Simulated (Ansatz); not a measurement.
Input for Ansatz (development build ahead of 0.2.0):

```yaml
crystal:
  periodic: [false, false, false]
  atoms:
    - { symbol: "N", position_ang: [0.0, 0.0, 0.0] }
    - { symbol: H, position_ang: [0.938, 0.381, 0.0] }
    - { symbol: H, position_ang: [-0.469, 0.381, 0.812] }
    - { symbol: H, position_ang: [-0.469, 0.381, -0.812] }
    - { symbol: H, position_ang: [0.0, 0.371, 3.0] }
    - { symbol: H, position_ang: [0.0, -0.371, 3.0] }
basis:
  gaussian: { orbitals: cc-pVDZ }
total_charge: 1
magnetization:
  spin_polarized: true
  initial_magnetization: 1
hamiltonian:
  xc: hf
correlation:
  method: ccsd_t
  frozen_orbitals: { H: 0, "N": 1 }
```

The input is written out in the form of the current development build from the run's settings.

Results

* Converged: yes
* Reference energy: -56.98757 hartree
* CCSD correlation energy: -0.19789 hartree
* Triples correction: -0.00258 hartree
* Total energy: -57.18804 hartree
* Spin squared of the determinant: 0.757
